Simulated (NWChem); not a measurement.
Correlation energy of Li (-1)

```xyz
1

Li     0.0000     0.0000     0.0000
```
Charge -1, spin multiplicity 1.

The numbers come from NWChem runs, not from measurements.

Basis set: def2-TZVPD. Each correlation energy counts from its own Hartree-Fock reference.

The correlated methods freeze no orbitals. No row is a measurement; the coupled-cluster row has its own basis-set and correlation limits.

Q: Order these methods by the correlation energy they give, lowest first: CCSD(T), MP2, SCS-MP2.

A: CCSD(T) (-66.1 mHa), SCS-MP2 (-55.6 mHa), MP2 (-46.7 mHa)
